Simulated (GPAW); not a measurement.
# One shape, several levels: Al2H4S (SMILES [AlH2][S][AlH2])

Aim: a comparison of 3 runs (PBE/real-space grid, vdW-DF/sz(dzp), PBE/dzp) of Al2H4S. Input form: an ASE script.

The calculation is run with GPAW 26.7.0.

6 further runs of the same task are left out: 3 that didn't finish, 3 set aside as unsound or not needed.

## (1) Starting point

The species is Al2H4S (7 atoms), meant as a singlet with charge 0. As SMILES, `[AlH2][S][AlH2]`. The shape comes from GFN2-xTB, which is rough for such elements, and wasn't checked as a minimum.

Bond lengths: Al1–S2 2.170 Å, S2–Al3 2.171 Å, Al1–H4 1.535 Å, Al1–H5 1.535 Å, Al3–H6 1.535 Å, Al3–H7 1.535 Å. Angles: Al1–S2–Al3 156.2°, S2–Al1–H4 119.8°, S2–Al1–H5 119.8°, S2–Al3–H6 120.2°, S2–Al3–H7 119.4°, H4–Al1–H5 120.3°, H6–Al3–H7 120.4°.

## (2) Energy and one-electron properties at PBE/real-space grid (scalar-relativistic datasets) (run 1)

Contents of al2h4s.xyz:

```xyz
7

Al    -1.772540     0.471020    -1.070640
S     -0.235450    -0.294280     0.256850
Al     1.764580    -0.480580     1.080010
H     -2.061960    -0.246530    -2.396090
H     -2.608350     1.687080    -0.648770
H      2.261320     0.516790     2.135640
H      2.652400    -1.653510     0.643000
```

Contents of run.py:

```python
import numpy as np
from ase.io import read
from ase.units import Debye
from gpaw import GPAW

mol = read("al2h4s.xyz")
mol.center(vacuum=4.5)

calc = GPAW(mode="fd", h=0.18, xc="PBE", maxiter=150, txt="-")
mol.calc = calc

energy = mol.get_potential_energy()
print(f"Energy                  {energy:.5f} eV")
forces = mol.get_forces()
print("Forces (eV/Ang)")
for symbol, f in zip(mol.symbols, forces):
    print(f'{symbol:2} {f[0]:9.4f} {f[1]:9.4f} {f[2]:9.4f}')
dipole = mol.get_dipole_moment() / Debye
print(f"Dipole                  {np.linalg.norm(dipole):.3f} D")
homo, lumo = calc.get_homo_lumo()
print(f"HOMO = {homo:.3f} eV")
print(f"LUMO = {lumo:.3f} eV")
print(f"Gap = {lumo - homo:.3f} eV")
```

Launch:

```bash
python3 -u run.py | tee run.out
```

The program printed:

```text
[...]
Number of symmetries: 1
[...]
  Number of IBZ points: 1
[...]
Spin-components: 1 (collinear spins)
Bands:           14
[...]
  Valence electrons: 16.0
[...]
  Grid points: [80 68 76]
  Charge: 0.0  # |e|
[...]
    cutoffs:
[...]
occupation numbers:
  # Zero width
[...]
xc functional:
  name: PBE with 2 nearest neighbor stencil
[...]
|iter     |     time |      energy | eigst |  dens |
[...]
|iter:   1| 00:00:05 |  -26.490185 | +0.94 |       |
[...]
|iter:  14| 00:00:30 |  -23.940784c| -7.47c| -5.70c|
Converged in 14 steps
[...]
Energy contributions relative to reference atoms: (reference = -24114.427076)
Energy contributions:
  Kinetic:          33.900640
  Coulomb:         -33.251050
  Zero:              0.100149
  External:          0.000000
  Xc:              -24.690522
  Entropy:           0.000000
  Spinorbit:         0.000000
  ----------------------------
  Free energy:     -23.940784
  Extrapolated:    -23.940784
dipole moment: (0.045422, 0.057186, -0.048881)  # |e|*Ang
Fermi level: -4.399
Eigenvalues  # (at kpt = [0.000, 0.000, 0.000])
| band index |      eig [eV] | occ [0-2] |
|------------|---------------|-----------|
|          0 |       -17.204 |     2.000 |
|          1 |       -11.150 |     2.000 |
|          2 |        -9.815 |     2.000 |
|          3 |        -8.230 |     2.000 |
|          4 |        -7.848 |     2.000 |
|          5 |        -7.567 |     2.000 |
|          6 |        -6.958 |     2.000 |
|          7 |        -6.075 |     2.000 |
|          8 |        -2.723 |     0.000 |
|          9 |        -2.033 |     0.000 |
|         10 |        -1.376 |     0.000 |
|         11 |        -0.050 |     0.000 |
[...]
Gap: 3.352 eV
Transition (v -> c):
[...]
Forces (eV/Ang)
Al    0.5166   -0.0859    0.2880
S    -0.1935   -0.1867    0.1355
Al   -0.4787    0.1692   -0.3307
H    -0.0581   -0.4515   -0.6546
H    -0.3813    0.6253    0.3229
H     0.1498    0.5729    0.5322
H     0.3615   -0.6548   -0.2851
Dipole                  0.422 D
HOMO = -6.075 eV
LUMO = -2.723 eV
Gap = 3.352 eV
```

It took 31 s on 1 thread of Intel Xeon 6975P-C (Granite Rapids), shared host; peak memory 0.95 GiB.

## (3) Energy and one-electron properties at vdW-DF/sz(dzp) (scalar-relativistic datasets) (run 2)

Contents of sp.py:

```python
import numpy as np
from ase import Atoms
from ase.units import Debye
from gpaw import GPAW

molecule = Atoms(["Al", "S", "Al", "H", "H", "H", "H"],
    positions=[[ -1.772540,   0.471020,  -1.070640],
               [ -0.235450,  -0.294280,   0.256850],
               [  1.764580,  -0.480580,   1.080010],
               [ -2.061960,  -0.246530,  -2.396090],
               [ -2.608350,   1.687080,  -0.648770],
               [  2.261320,   0.516790,   2.135640],
               [  2.652400,  -1.653510,   0.643000]])
molecule.center(vacuum=5.0)

dft = GPAW(mode="lcao",
           basis="sz(dzp)",
           maxiter=100,
           xc={"name": "vdW-DF", "backend": "libvdwxc"},
           h=0.2,
           txt="-")
molecule.calc = dft

energy = molecule.get_potential_energy()
print(f"Energy                  {energy:.5f} eV")
forces = molecule.get_forces()
print("Forces (eV/Ang)")
for symbol, f in zip(molecule.symbols, forces):
    print(f'{symbol:2} {f[0]:9.4f} {f[1]:9.4f} {f[2]:9.4f}')
dipole = molecule.get_dipole_moment() / Debye
print(f"Dipole                  {np.linalg.norm(dipole):.3f} D")
homo, lumo = dft.get_homo_lumo()
print(f"HOMO                    {homo:.3f} eV")
print(f"LUMO = {lumo:.3f} eV")
print(f"Gap = {lumo - homo:.3f} eV")
```

Launch:

```bash
python sp.py
```

The program printed:

```text
[...]
Number of symmetries: 1
[...]
  Number of IBZ points: 1
[...]
basis functions: 16
Spin-components: 1 (collinear spins)
Bands:           14
[...]
  Valence electrons: 16.0
[...]
  Grid points: [76 68 72]
  Charge: 0.0  # |e|
[...]
    cutoffs:
[...]
occupation numbers:
  # Zero width
[...]
xc functional:
  name: vdW-DF with libvdwxc
[...]
|iter     |     time |      energy | eigst |  dens |
[...]
|iter:   1| 00:00:12 |  -64.786510 |      c|       |
[...]
|iter:   8| 00:00:36 |  -62.035110c|      c| -4.04c|
Converged in 8 steps
[...]
Energy contributions relative to reference atoms: (reference = -24122.519330)
Energy contributions:
  Kinetic:          11.557261
  Coulomb:         -12.244892
  Zero:              0.057481
  External:          0.000000
  Xc:              -61.404960
  Entropy:           0.000000
  Spinorbit:         0.000000
  ----------------------------
  Free energy:     -62.035110
  Extrapolated:    -62.035110
dipole moment: (0.030204, 0.039454, -0.031748)  # |e|*Ang
Fermi level: -5.392
Eigenvalues  # (at kpt = [0.000, 0.000, 0.000])
| band index |      eig [eV] | occ [0-2] |
|------------|---------------|-----------|
|          0 |       -18.360 |     2.000 |
|          1 |       -12.844 |     2.000 |
|          2 |       -11.427 |     2.000 |
|          3 |        -9.677 |     2.000 |
|          4 |        -9.188 |     2.000 |
|          5 |        -8.993 |     2.000 |
|          6 |        -7.812 |     2.000 |
|          7 |        -6.799 |     2.000 |
|          8 |        -3.986 |     0.000 |
|          9 |        -2.991 |     0.000 |
|         10 |        -2.051 |     0.000 |
|         11 |         0.726 |     0.000 |
[...]
Gap: 2.812 eV
Transition (v -> c):
[...]
Forces (eV/Ang)
Al    0.6191   -0.1909    0.4481
S    -0.1829   -0.2865    0.2151
Al   -0.6886    0.1352   -0.3687
H    -0.3023   -0.9579   -1.6786
H    -1.0481    1.5380    0.6031
H     0.5794    1.3023    1.3327
H     1.0799   -1.5322   -0.5797
Dipole                  0.283 D
HOMO                    -6.799 eV
LUMO = -3.986 eV
Gap = 2.812 eV
```

Run time: 36 s. Hardware: 1 thread of Intel Xeon 6975P-C (Granite Rapids), shared host; peak memory 1.9 GiB.

## (4) Energy and one-electron properties at PBE/dzp (scalar-relativistic datasets) (run 3)

Contents of molecule.xyz:

```xyz
7

Al    -1.772540     0.471020    -1.070640
S     -0.235450    -0.294280     0.256850
Al     1.764580    -0.480580     1.080010
H     -2.061960    -0.246530    -2.396090
H     -2.608350     1.687080    -0.648770
H      2.261320     0.516790     2.135640
H      2.652400    -1.653510     0.643000
```

Contents of run.py:

```python
import numpy as np
from ase.io import read
from ase.units import Debye
from gpaw import GPAW

# Structure
atoms = read('molecule.xyz')
atoms.center(vacuum=4.5)

# DFT calculator
calc = GPAW(mode='lcao', basis='dzp', h=0.18, xc='PBE', maxiter=150, txt='-')
atoms.calc = calc

energy = atoms.get_potential_energy()
print(f'Energy: {energy:.5f} eV')
forces = atoms.get_forces()
print('Forces (eV/Ang)')
for symbol, f in zip(atoms.symbols, forces):
    print(f'{symbol:2} {f[0]:9.4f} {f[1]:9.4f} {f[2]:9.4f}')
dipole = atoms.get_dipole_moment() / Debye
print(f'Dipole: {np.linalg.norm(dipole):.3f} D')
homo, lumo = calc.get_homo_lumo()
print(f'HOMO                    {homo:.3f} eV')
print(f'LUMO                    {lumo:.3f} eV')
print(f'Gap                     {lumo - homo:.3f} eV')
```

Launch:

```bash
OMP_NUM_THREADS=1 python run.py
```

The program printed:

```text
[...]
Number of symmetries: 1
[...]
  Number of IBZ points: 1
[...]
basis functions: 59
Spin-components: 1 (collinear spins)
Bands:           14
[...]
  Valence electrons: 16.0
[...]
  Grid points: [80 68 76]
  Charge: 0.0  # |e|
[...]
    cutoffs:
[...]
occupation numbers:
  # Zero width
[...]
xc functional:
  name: PBE with 2 nearest neighbor stencil
[...]
|iter     |     time |      energy | eigst |  dens |
[...]
|iter:   1| 00:00:07 |  -25.204437 |      c|       |
[...]
|iter:   9| 00:00:15 |  -23.107765c|      c| -4.39c|
Converged in 9 steps
[...]
Energy contributions relative to reference atoms: (reference = -24114.427076)
Energy contributions:
  Kinetic:          30.903510
  Coulomb:         -29.598647
  Zero:             -0.006397
  External:          0.000000
  Xc:              -24.406232
  Entropy:           0.000000
  Spinorbit:         0.000000
  ----------------------------
  Free energy:     -23.107765
  Extrapolated:    -23.107765
dipole moment: (0.034241, 0.043073, -0.036860)  # |e|*Ang
Fermi level: -4.271
Eigenvalues  # (at kpt = [0.000, 0.000, 0.000])
| band index |      eig [eV] | occ [0-2] |
|------------|---------------|-----------|
|          0 |       -17.109 |     2.000 |
|          1 |       -11.142 |     2.000 |
|          2 |        -9.763 |     2.000 |
|          3 |        -8.164 |     2.000 |
|          4 |        -7.763 |     2.000 |
|          5 |        -7.485 |     2.000 |
|          6 |        -6.807 |     2.000 |
|          7 |        -5.874 |     2.000 |
|          8 |        -2.667 |     0.000 |
|          9 |        -1.869 |     0.000 |
|         10 |        -0.969 |     0.000 |
|         11 |         1.172 |     0.000 |
[...]
Gap: 3.207 eV
Transition (v -> c):
[...]
Forces (eV/Ang)
Al    0.3966   -0.0249    0.1880
S    -0.2192   -0.2222    0.1615
Al   -0.3254    0.1551   -0.2661
H    -0.0557   -0.4514   -0.6453
H    -0.3746    0.6159    0.3278
H     0.1442    0.5629    0.5249
H     0.3482   -0.6560   -0.2791
Dipole: 0.318 D
HOMO                    -5.874 eV
LUMO                    -2.667 eV
Gap                     3.207 eV
```

Run time: 15 s. Hardware: 1 thread of Intel Xeon 6975P-C (Granite Rapids), shared host; peak memory 0.97 GiB.

## (5) Overview of the runs

| run | level | mode | grid spacing | energy (Eh) | dipole moment (D) | HOMO energy (eV) | LUMO energy (eV) | wall time |
| --- | --- | --- | --- | --- | --- | --- | --- | --- |
| 1 | PBE/real-space grid (scalar-relativistic datasets) | fd | 0.18 | -887.068657 | 0.42 | -6.07 | -2.72 | 31 s |
| 2 | vdW-DF/sz(dzp) (scalar-relativistic datasets) | lcao | 0.2 | -888.765983 | 0.28 | -6.80 | -3.99 | 36 s |
| 3 | PBE/dzp (scalar-relativistic datasets) | lcao | 0.18 | -887.038044 | 0.32 | -5.87 | -2.67 | 15 s |

## (6) Results

```
                                                     quantity        value
run 3: energy as printed (from the program's reference atoms)  -23.1078 eV
                                         run 3: dipole moment       0.32 D
                                           run 3: HOMO energy     -5.87 eV
                                           run 3: LUMO energy     -2.67 eV
                                         run 3: HOMO–LUMO gap      3.21 eV
                              run 3: largest force on an atom   0.793 eV/Å
```

**Reading.** The dipole moment (its size) runs from 0.28 D (vdW-DF/sz(dzp)) to 0.42 D (PBE/real-space grid). The two ends differ in method and basis. The HOMO–LUMO gap runs from 2.81 eV (vdW-DF/sz(dzp)) to 3.35 eV (PBE/real-space grid). Totals of different functionals can't be ranked against each other. All runs together took 82 s, the longest 36 s.
